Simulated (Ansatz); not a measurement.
CsAuBr3 (I4/mmm, No. 139), treated with HSE06 (Ansatz, an electronic-structure program, plane waves, PAW).

Settings: plane-wave cutoff 460 eV, 4×4×4 k mesh, Fermi–Dirac smearing 0.01 eV, scalar-relativistic PAW data made under PBE.

Cell (measured lattice):

Space group I4/mmm (No. 139); a = 7.7592 Å, b = 7.7592 Å, c = 11.3079 Å, α = 90.00°, β = 90.00°, γ = 90.00°

| atom | site | symmetry | x | y | z |
|---|---|---|---|---|---|
| Au | 2a | 4/mmm | 0.0000 | 0.0000 | 0.0000 |
| Au | 2b | 4/mmm | 0.0000 | 0.0000 | 0.5000 |
| Br | 8h | m.2m | 0.2220 | 0.2220 | 0.0000 |
| Br | 4e | 4mm | 0.0000 | 0.0000 | 0.2878 |
| Cs | 4d | -4m2 | 0.0000 | 0.5000 | 0.2500 |
(The calculation used a cell of 10 atoms; values per cell refer to that cell.)

### Question
What does this level give for the band gap, smallest direct gap on the k points sampled and direct gap at Γ?

### Answer

- band gap: 1.36 eV
- smallest direct gap on the k points sampled: 1.41 eV
- direct gap at Γ: 2.93 eV

Note: cell and atoms aren't relaxed at this level (largest force component 0.24 eV/Å, pressure 1.7 GPa).

Spin–orbit coupling is not included; with these elements it can move the gap by several tenths of an eV or more.

Computed values are for the static lattice.
